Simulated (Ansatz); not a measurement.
A made-up structure of C$_{2}$HO (charge +1), closed shell:

```xyz
4
angstrom
C 0.7719 -0.1695 0.2928
C -0.4040 0.3699 -0.2175
O 1.8538 0.4653 0.9366
H 0.8469 -1.2314 0.5604
```

It is relaxed with PBE-D4/def2-SVP and then PBE0-D4/def2-TZVP (Ansatz 0.2.0). Atoms count as bonded within 1.22 times the sum of their covalent radii (H–H: 0.88 Å). The end point is not checked to be a true minimum.

Does its bonding change? (Judge from chemistry; the calculation decides.)

By the calculation: Yes. Formed: C2–O3; broken: none.

Where it ends: The first stage lowers the energy by 3.07 eV in 11 steps. It ends as C₂HO ([C]1[CH][O]1), total charge +1:
```
4
angstrom
C 0.7156 -0.4589 0.3880
C 0.0672 0.7632 -0.0531
O 1.3062 0.6268 0.6305
H 0.9796 -1.4969 0.6068
```

Labels in which every atom is bracketed show which atoms are joined, not bond orders.

For scale, one of the runs: PBE0-D4/def2-TZVP relaxation, 99 basis functions, launched by `ansatz run in.yaml --threads 2 --pin off --events-out ev --progress --plain --max-ram 4352MiB`. Hardware: 2 CPU threads of an Arm Neoverse V2, shared host. Wall time about 6.5 s.
